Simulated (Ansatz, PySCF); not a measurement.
Dissociation curve of Li2, singlet.

- UHF/aug-cc-pVTZ (Ansatz, an electronic-structure program)
- RHF/aug-cc-pVTZ (Ansatz)
- UKS-PBE = unrestricted PBE/aug-cc-pVTZ (Ansatz)
- RKS-PBE = restricted PBE/aug-cc-pVTZ in Ansatz
- UKS-CAM-B3LYP = Ansatz with unrestricted CAM-B3LYP/aug-cc-pVTZ
- RKS-CAM-B3LYP = restricted CAM-B3LYP/aug-cc-pVTZ run with Ansatz
- UKS-B3LYP/6-31G* = unrestricted B3LYP/6-31G*, spherical d (PySCF 2.14.0)
- RKS-B3LYP/6-31G* = restricted B3LYP/6-31G*, spherical d in PySCF
- UKS-LDA (SVWN5)/6-31G* = unrestricted LDA (SVWN5)/6-31G*, spherical d (PySCF)
- RKS-LDA (SVWN5)/6-31G* = restricted LDA (SVWN5)/6-31G*, spherical d (PySCF 2.14.0)
- UKS-M06-2X/6-31G* = unrestricted M06-2X/6-31G*, spherical d in PySCF
- RKS-M06-2X/6-31G* = restricted M06-2X/6-31G*, spherical d (PySCF 2.14.0)

Scanned distances (Å): 2.08, 2.18, 2.34, 2.45, 2.59, 2.69, 2.74, 2.87, 2.93, 2.98, 3.12, 3.43, 3.69, 4.12, 4.57, 4.92, 5.42, 6.00, 6.73, 7.46, 8.30.

Where does the unrestricted solution first break spin symmetry (<S²> of 0.01 or more)?

UHF: already at 2.08 Å; UKS-PBE: between 3.12 and 3.43 Å; UKS-CAM-B3LYP: between 3.43 and 3.69 Å; UKS-B3LYP/6-31G*: between 3.43 and 3.69 Å; UKS-LDA (SVWN5)/6-31G*: between 3.69 and 4.12 Å; UKS-M06-2X/6-31G*: between 2.45 and 2.59 Å.

```json
[
 {"R / Å": "2.08", "<S²> UHF": "0.56", "E(RHF) − E(UHF) / kJ/mol": "14.4", "<S²> UKS-PBE": "0.00", "E(RKS-PBE) − E(UKS-PBE) / kJ/mol": "0.0", "<S²> UKS-CAM-B3LYP": "0.00", "E(RKS-CAM-B3LYP) − E(UKS-CAM-B3LYP) / kJ/mol": "0.0", "<S²> UKS-B3LYP/6-31G*": "0.00", "E(RKS-B3LYP/6-31G*) − E(UKS-B3LYP/6-31G*) / kJ/mol": "0.0", "<S²> UKS-LDA (SVWN5)/6-31G*": "0.00", "E(RKS-LDA (SVWN5)/6-31G*) − E(UKS-LDA (SVWN5)/6-31G*) / kJ/mol": "0.0", "<S²> UKS-M06-2X/6-31G*": "0.00", "E(RKS-M06-2X/6-31G*) − E(UKS-M06-2X/6-31G*) / kJ/mol": "0.0"},
 {"R / Å": "2.18", "<S²> UHF": "0.51", "E(RHF) − E(UHF) / kJ/mol": "11.4", "<S²> UKS-PBE": "0.00", "E(RKS-PBE) − E(UKS-PBE) / kJ/mol": "0.0", "<S²> UKS-CAM-B3LYP": "0.00", "E(RKS-CAM-B3LYP) − E(UKS-CAM-B3LYP) / kJ/mol": "0.0", "<S²> UKS-B3LYP/6-31G*": "0.00", "E(RKS-B3LYP/6-31G*) − E(UKS-B3LYP/6-31G*) / kJ/mol": "0.0", "<S²> UKS-LDA (SVWN5)/6-31G*": "0.00", "E(RKS-LDA (SVWN5)/6-31G*) − E(UKS-LDA (SVWN5)/6-31G*) / kJ/mol": "0.0", "<S²> UKS-M06-2X/6-31G*": "0.00", "E(RKS-M06-2X/6-31G*) − E(UKS-M06-2X/6-31G*) / kJ/mol": "0.0"},
 {"R / Å": "2.34", "<S²> UHF": "0.44", "E(RHF) − E(UHF) / kJ/mol": "7.8", "<S²> UKS-PBE": "0.00", "E(RKS-PBE) − E(UKS-PBE) / kJ/mol": "0.0", "<S²> UKS-CAM-B3LYP": "0.00", "E(RKS-CAM-B3LYP) − E(UKS-CAM-B3LYP) / kJ/mol": "0.0", "<S²> UKS-B3LYP/6-31G*": "0.00", "E(RKS-B3LYP/6-31G*) − E(UKS-B3LYP/6-31G*) / kJ/mol": "0.0", "<S²> UKS-LDA (SVWN5)/6-31G*": "0.00", "E(RKS-LDA (SVWN5)/6-31G*) − E(UKS-LDA (SVWN5)/6-31G*) / kJ/mol": "0.0", "<S²> UKS-M06-2X/6-31G*": "0.00", "E(RKS-M06-2X/6-31G*) − E(UKS-M06-2X/6-31G*) / kJ/mol": "0.0"},
 {"R / Å": "2.45", "<S²> UHF": "0.40", "E(RHF) − E(UHF) / kJ/mol": "6.0", "<S²> UKS-PBE": "0.00", "E(RKS-PBE) − E(UKS-PBE) / kJ/mol": "0.0", "<S²> UKS-CAM-B3LYP": "0.00", "E(RKS-CAM-B3LYP) − E(UKS-CAM-B3LYP) / kJ/mol": "0.0", "<S²> UKS-B3LYP/6-31G*": "0.00", "E(RKS-B3LYP/6-31G*) − E(UKS-B3LYP/6-31G*) / kJ/mol": "0.0", "<S²> UKS-LDA (SVWN5)/6-31G*": "0.00", "E(RKS-LDA (SVWN5)/6-31G*) − E(UKS-LDA (SVWN5)/6-31G*) / kJ/mol": "0.0", "<S²> UKS-M06-2X/6-31G*": "0.00", "E(RKS-M06-2X/6-31G*) − E(UKS-M06-2X/6-31G*) / kJ/mol": "0.0"},
 {"R / Å": "2.59", "<S²> UHF": "0.35", "E(RHF) − E(UHF) / kJ/mol": "4.3", "<S²> UKS-PBE": "0.00", "E(RKS-PBE) − E(UKS-PBE) / kJ/mol": "0.0", "<S²> UKS-CAM-B3LYP": "0.00", "E(RKS-CAM-B3LYP) − E(UKS-CAM-B3LYP) / kJ/mol": "0.0", "<S²> UKS-B3LYP/6-31G*": "0.00", "E(RKS-B3LYP/6-31G*) − E(UKS-B3LYP/6-31G*) / kJ/mol": "0.0", "<S²> UKS-LDA (SVWN5)/6-31G*": "0.00", "E(RKS-LDA (SVWN5)/6-31G*) − E(UKS-LDA (SVWN5)/6-31G*) / kJ/mol": "0.0", "<S²> UKS-M06-2X/6-31G*": "0.01", "E(RKS-M06-2X/6-31G*) − E(UKS-M06-2X/6-31G*) / kJ/mol": "0.0"},
 {"R / Å": "2.69", "<S²> UHF": "0.31", "E(RHF) − E(UHF) / kJ/mol": "3.3", "<S²> UKS-PBE": "0.00", "E(RKS-PBE) − E(UKS-PBE) / kJ/mol": "0.0", "<S²> UKS-CAM-B3LYP": "0.00", "E(RKS-CAM-B3LYP) − E(UKS-CAM-B3LYP) / kJ/mol": "0.0", "<S²> UKS-B3LYP/6-31G*": "0.00", "E(RKS-B3LYP/6-31G*) − E(UKS-B3LYP/6-31G*) / kJ/mol": "0.0", "<S²> UKS-LDA (SVWN5)/6-31G*": "0.00", "E(RKS-LDA (SVWN5)/6-31G*) − E(UKS-LDA (SVWN5)/6-31G*) / kJ/mol": "0.0", "<S²> UKS-M06-2X/6-31G*": "0.01", "E(RKS-M06-2X/6-31G*) − E(UKS-M06-2X/6-31G*) / kJ/mol": "0.1"},
 {"R / Å": "2.74", "<S²> UHF": "0.30", "E(RHF) − E(UHF) / kJ/mol": "2.9", "<S²> UKS-PBE": "0.00", "E(RKS-PBE) − E(UKS-PBE) / kJ/mol": "0.0", "<S²> UKS-CAM-B3LYP": "0.00", "E(RKS-CAM-B3LYP) − E(UKS-CAM-B3LYP) / kJ/mol": "0.0", "<S²> UKS-B3LYP/6-31G*": "0.00", "E(RKS-B3LYP/6-31G*) − E(UKS-B3LYP/6-31G*) / kJ/mol": "0.0", "<S²> UKS-LDA (SVWN5)/6-31G*": "0.00", "E(RKS-LDA (SVWN5)/6-31G*) − E(UKS-LDA (SVWN5)/6-31G*) / kJ/mol": "0.0", "<S²> UKS-M06-2X/6-31G*": "0.02", "E(RKS-M06-2X/6-31G*) − E(UKS-M06-2X/6-31G*) / kJ/mol": "0.1"},
 {"R / Å": "2.87", "<S²> UHF": "0.33", "E(RHF) − E(UHF) / kJ/mol": "3.4", "<S²> UKS-PBE": "0.00", "E(RKS-PBE) − E(UKS-PBE) / kJ/mol": "0.0", "<S²> UKS-CAM-B3LYP": "0.00", "E(RKS-CAM-B3LYP) − E(UKS-CAM-B3LYP) / kJ/mol": "0.0", "<S²> UKS-B3LYP/6-31G*": "0.00", "E(RKS-B3LYP/6-31G*) − E(UKS-B3LYP/6-31G*) / kJ/mol": "0.0", "<S²> UKS-LDA (SVWN5)/6-31G*": "0.00", "E(RKS-LDA (SVWN5)/6-31G*) − E(UKS-LDA (SVWN5)/6-31G*) / kJ/mol": "0.0", "<S²> UKS-M06-2X/6-31G*": "0.03", "E(RKS-M06-2X/6-31G*) − E(UKS-M06-2X/6-31G*) / kJ/mol": "0.2"},
 {"R / Å": "2.93", "<S²> UHF": "0.36", "E(RHF) − E(UHF) / kJ/mol": "4.4", "<S²> UKS-PBE": "0.00", "E(RKS-PBE) − E(UKS-PBE) / kJ/mol": "0.0", "<S²> UKS-CAM-B3LYP": "0.00", "E(RKS-CAM-B3LYP) − E(UKS-CAM-B3LYP) / kJ/mol": "0.0", "<S²> UKS-B3LYP/6-31G*": "0.00", "E(RKS-B3LYP/6-31G*) − E(UKS-B3LYP/6-31G*) / kJ/mol": "0.0", "<S²> UKS-LDA (SVWN5)/6-31G*": "0.00", "E(RKS-LDA (SVWN5)/6-31G*) − E(UKS-LDA (SVWN5)/6-31G*) / kJ/mol": "0.0", "<S²> UKS-M06-2X/6-31G*": "0.03", "E(RKS-M06-2X/6-31G*) − E(UKS-M06-2X/6-31G*) / kJ/mol": "0.2"},
 {"R / Å": "2.98", "<S²> UHF": "0.40", "E(RHF) − E(UHF) / kJ/mol": "5.3", "<S²> UKS-PBE": "0.00", "E(RKS-PBE) − E(UKS-PBE) / kJ/mol": "0.0", "<S²> UKS-CAM-B3LYP": "0.00", "E(RKS-CAM-B3LYP) − E(UKS-CAM-B3LYP) / kJ/mol": "0.0", "<S²> UKS-B3LYP/6-31G*": "0.00", "E(RKS-B3LYP/6-31G*) − E(UKS-B3LYP/6-31G*) / kJ/mol": "0.0", "<S²> UKS-LDA (SVWN5)/6-31G*": "0.00", "E(RKS-LDA (SVWN5)/6-31G*) − E(UKS-LDA (SVWN5)/6-31G*) / kJ/mol": "0.0", "<S²> UKS-M06-2X/6-31G*": "0.03", "E(RKS-M06-2X/6-31G*) − E(UKS-M06-2X/6-31G*) / kJ/mol": "0.2"},
 {"R / Å": "3.12", "<S²> UHF": "0.48", "E(RHF) − E(UHF) / kJ/mol": "8.5", "<S²> UKS-PBE": "0.00", "E(RKS-PBE) − E(UKS-PBE) / kJ/mol": "0.0", "<S²> UKS-CAM-B3LYP": "0.00", "E(RKS-CAM-B3LYP) − E(UKS-CAM-B3LYP) / kJ/mol": "0.0", "<S²> UKS-B3LYP/6-31G*": "0.00", "E(RKS-B3LYP/6-31G*) − E(UKS-B3LYP/6-31G*) / kJ/mol": "0.0", "<S²> UKS-LDA (SVWN5)/6-31G*": "0.00", "E(RKS-LDA (SVWN5)/6-31G*) − E(UKS-LDA (SVWN5)/6-31G*) / kJ/mol": "0.0", "<S²> UKS-M06-2X/6-31G*": "0.05", "E(RKS-M06-2X/6-31G*) − E(UKS-M06-2X/6-31G*) / kJ/mol": "0.3"},
 {"R / Å": "3.43", "<S²> UHF": "0.64", "E(RHF) − E(UHF) / kJ/mol": "18.2", "<S²> UKS-PBE": "0.06", "E(RKS-PBE) − E(UKS-PBE) / kJ/mol": "0.1", "<S²> UKS-CAM-B3LYP": "0.00", "E(RKS-CAM-B3LYP) − E(UKS-CAM-B3LYP) / kJ/mol": "0.0", "<S²> UKS-B3LYP/6-31G*": "0.00", "E(RKS-B3LYP/6-31G*) − E(UKS-B3LYP/6-31G*) / kJ/mol": "0.0", "<S²> UKS-LDA (SVWN5)/6-31G*": "0.00", "E(RKS-LDA (SVWN5)/6-31G*) − E(UKS-LDA (SVWN5)/6-31G*) / kJ/mol": "0.0", "<S²> UKS-M06-2X/6-31G*": "0.09", "E(RKS-M06-2X/6-31G*) − E(UKS-M06-2X/6-31G*) / kJ/mol": "0.9"},
 {"R / Å": "3.69", "<S²> UHF": "0.74", "E(RHF) − E(UHF) / kJ/mol": "28.6", "<S²> UKS-PBE": "0.21", "E(RKS-PBE) − E(UKS-PBE) / kJ/mol": "0.9", "<S²> UKS-CAM-B3LYP": "0.24", "E(RKS-CAM-B3LYP) − E(UKS-CAM-B3LYP) / kJ/mol": "1.0", "<S²> UKS-B3LYP/6-31G*": "0.03", "E(RKS-B3LYP/6-31G*) − E(UKS-B3LYP/6-31G*) / kJ/mol": "0.0", "<S²> UKS-LDA (SVWN5)/6-31G*": "0.00", "E(RKS-LDA (SVWN5)/6-31G*) − E(UKS-LDA (SVWN5)/6-31G*) / kJ/mol": "0.0", "<S²> UKS-M06-2X/6-31G*": "0.20", "E(RKS-M06-2X/6-31G*) − E(UKS-M06-2X/6-31G*) / kJ/mol": "2.0"},
 {"R / Å": "4.12", "<S²> UHF": "0.85", "E(RHF) − E(UHF) / kJ/mol": "48.7", "<S²> UKS-PBE": "0.45", "E(RKS-PBE) − E(UKS-PBE) / kJ/mol": "4.4", "<S²> UKS-CAM-B3LYP": "0.59", "E(RKS-CAM-B3LYP) − E(UKS-CAM-B3LYP) / kJ/mol": "9.1", "<S²> UKS-B3LYP/6-31G*": "0.45", "E(RKS-B3LYP/6-31G*) − E(UKS-B3LYP/6-31G*) / kJ/mol": "3.4", "<S²> UKS-LDA (SVWN5)/6-31G*": "0.23", "E(RKS-LDA (SVWN5)/6-31G*) − E(UKS-LDA (SVWN5)/6-31G*) / kJ/mol": "1.0", "<S²> UKS-M06-2X/6-31G*": "0.36", "E(RKS-M06-2X/6-31G*) − E(UKS-M06-2X/6-31G*) / kJ/mol": "7.4"},
 {"R / Å": "4.57", "<S²> UHF": "0.92", "E(RHF) − E(UHF) / kJ/mol": "71.1", "<S²> UKS-PBE": "0.66", "E(RKS-PBE) − E(UKS-PBE) / kJ/mol": "10.2", "<S²> UKS-CAM-B3LYP": "0.79", "E(RKS-CAM-B3LYP) − E(UKS-CAM-B3LYP) / kJ/mol": "22.4", "<S²> UKS-B3LYP/6-31G*": "0.71", "E(RKS-B3LYP/6-31G*) − E(UKS-B3LYP/6-31G*) / kJ/mol": "11.1", "<S²> UKS-LDA (SVWN5)/6-31G*": "0.49", "E(RKS-LDA (SVWN5)/6-31G*) − E(UKS-LDA (SVWN5)/6-31G*) / kJ/mol": "4.8", "<S²> UKS-M06-2X/6-31G*": "0.51", "E(RKS-M06-2X/6-31G*) − E(UKS-M06-2X/6-31G*) / kJ/mol": "16.3"},
 {"R / Å": "4.92", "<S²> UHF": "0.95", "E(RHF) − E(UHF) / kJ/mol": "88.2", "<S²> UKS-PBE": "0.79", "E(RKS-PBE) − E(UKS-PBE) / kJ/mol": "15.7", "<S²> UKS-CAM-B3LYP": "0.87", "E(RKS-CAM-B3LYP) − E(UKS-CAM-B3LYP) / kJ/mol": "34.1", "<S²> UKS-B3LYP/6-31G*": "0.83", "E(RKS-B3LYP/6-31G*) − E(UKS-B3LYP/6-31G*) / kJ/mol": "18.6", "<S²> UKS-LDA (SVWN5)/6-31G*": "0.65", "E(RKS-LDA (SVWN5)/6-31G*) − E(UKS-LDA (SVWN5)/6-31G*) / kJ/mol": "9.2", "<S²> UKS-M06-2X/6-31G*": "0.60", "E(RKS-M06-2X/6-31G*) − E(UKS-M06-2X/6-31G*) / kJ/mol": "24.4"},
 {"R / Å": "5.42", "<S²> UHF": "0.98", "E(RHF) − E(UHF) / kJ/mol": "110.9", "<S²> UKS-PBE": "0.91", "E(RKS-PBE) − E(UKS-PBE) / kJ/mol": "24.1", "<S²> UKS-CAM-B3LYP": "0.94", "E(RKS-CAM-B3LYP) − E(UKS-CAM-B3LYP) / kJ/mol": "50.8", "<S²> UKS-B3LYP/6-31G*": "0.92", "E(RKS-B3LYP/6-31G*) − E(UKS-B3LYP/6-31G*) / kJ/mol": "29.5", "<S²> UKS-LDA (SVWN5)/6-31G*": "0.82", "E(RKS-LDA (SVWN5)/6-31G*) − E(UKS-LDA (SVWN5)/6-31G*) / kJ/mol": "16.5", "<S²> UKS-M06-2X/6-31G*": "0.69", "E(RKS-M06-2X/6-31G*) − E(UKS-M06-2X/6-31G*) / kJ/mol": "36.1"},
 {"R / Å": "6.00", "<S²> UHF": "0.99", "E(RHF) − E(UHF) / kJ/mol": "133.7", "<S²> UKS-PBE": "0.97", "E(RKS-PBE) − E(UKS-PBE) / kJ/mol": "33.3", "<S²> UKS-CAM-B3LYP": "0.98", "E(RKS-CAM-B3LYP) − E(UKS-CAM-B3LYP) / kJ/mol": "68.2", "<S²> UKS-B3LYP/6-31G*": "0.97", "E(RKS-B3LYP/6-31G*) − E(UKS-B3LYP/6-31G*) / kJ/mol": "40.9", "<S²> UKS-LDA (SVWN5)/6-31G*": "0.00", "E(RKS-LDA (SVWN5)/6-31G*) − E(UKS-LDA (SVWN5)/6-31G*) / kJ/mol": "—", "<S²> UKS-M06-2X/6-31G*": "0.76", "E(RKS-M06-2X/6-31G*) − E(UKS-M06-2X/6-31G*) / kJ/mol": "48.3"},
 {"R / Å": "6.73", "<S²> UHF": "1.00", "E(RHF) − E(UHF) / kJ/mol": "157.2", "<S²> UKS-PBE": "0.99", "E(RKS-PBE) − E(UKS-PBE) / kJ/mol": "42.5", "<S²> UKS-CAM-B3LYP": "0.99", "E(RKS-CAM-B3LYP) − E(UKS-CAM-B3LYP) / kJ/mol": "86.0", "<S²> UKS-B3LYP/6-31G*": "0.99", "E(RKS-B3LYP/6-31G*) − E(UKS-B3LYP/6-31G*) / kJ/mol": "51.9", "<S²> UKS-LDA (SVWN5)/6-31G*": "0.00", "E(RKS-LDA (SVWN5)/6-31G*) − E(UKS-LDA (SVWN5)/6-31G*) / kJ/mol": "—", "<S²> UKS-M06-2X/6-31G*": "1.00", "E(RKS-M06-2X/6-31G*) − E(UKS-M06-2X/6-31G*) / kJ/mol": "62.0"},
 {"R / Å": "7.46", "<S²> UHF": "1.00", "E(RHF) − E(UHF) / kJ/mol": "175.6", "<S²> UKS-PBE": "1.00", "E(RKS-PBE) − E(UKS-PBE) / kJ/mol": "48.6", "<S²> UKS-CAM-B3LYP": "1.00", "E(RKS-CAM-B3LYP) − E(UKS-CAM-B3LYP) / kJ/mol": "99.4", "<S²> UKS-B3LYP/6-31G*": "1.00", "E(RKS-B3LYP/6-31G*) − E(UKS-B3LYP/6-31G*) / kJ/mol": "59.6", "<S²> UKS-LDA (SVWN5)/6-31G*": "0.00", "E(RKS-LDA (SVWN5)/6-31G*) − E(UKS-LDA (SVWN5)/6-31G*) / kJ/mol": "—", "<S²> UKS-M06-2X/6-31G*": "1.00", "E(RKS-M06-2X/6-31G*) − E(UKS-M06-2X/6-31G*) / kJ/mol": "75.6"},
 {"R / Å": "8.30", "<S²> UHF": "1.00", "E(RHF) − E(UHF) / kJ/mol": "191.6", "<S²> UKS-PBE": "1.00", "E(RKS-PBE) − E(UKS-PBE) / kJ/mol": "52.5", "<S²> UKS-CAM-B3LYP": "1.00", "E(RKS-CAM-B3LYP) − E(UKS-CAM-B3LYP) / kJ/mol": "110.6", "<S²> UKS-B3LYP/6-31G*": "1.00", "E(RKS-B3LYP/6-31G*) − E(UKS-B3LYP/6-31G*) / kJ/mol": "65.3", "<S²> UKS-LDA (SVWN5)/6-31G*": "0.00", "E(RKS-LDA (SVWN5)/6-31G*) − E(UKS-LDA (SVWN5)/6-31G*) / kJ/mol": "—", "<S²> UKS-M06-2X/6-31G*": "1.00", "E(RKS-M06-2X/6-31G*) − E(UKS-M06-2X/6-31G*) / kJ/mol": "86.1"}
]
```

Dashes: no converged value, or the column stops at the first point that the program doubted or that broke a chosen test of continuity, which isn't proof of a fault.
